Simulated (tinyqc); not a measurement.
Worked calculation: coupled-perturbed Hartree-Fock on RHF in the sto-3g basis, for BH3, spin multiplicity 1. One step of it, computed by the program tinyqc.

Question. Response to a field: uncoupled start. Field along z; U_ai = -mu_ai / (e_a - e_i), alpha = -4 sum U_ai mu_ai.

orbital energies (hartree): MO1 -7.417429, MO2 -0.659930, MO3 -0.457361, MO4 -0.457357, MO5 0.240320, MO6 0.668407, MO7 0.735919, MO8 0.735936

dipole integrals <a|z|i> (bohr):
```
           i1         i2        i3        i4
a5   0.121666   0.815513  0.000000  0.000103
a6  -0.002449  -0.001706  0.000000  0.000022
a7   0.000003  -0.000001  0.000000  0.016744
a8   0.000000   0.000000  0.016744  0.000000
```

Give: uncoupled U; uncoupled polarisability.

Answer.

uncoupled U:
```
         i1       i2       i3       i4
a5  -0.0159  -0.9059   0.0000  -0.0001
a6   0.0003   0.0013   0.0000   0.0000
a7   0.0000   0.0000   0.0000  -0.0140
a8   0.0000   0.0000  -0.0140   0.0000
```

uncoupled polarisability = 2.9646 bohr^3
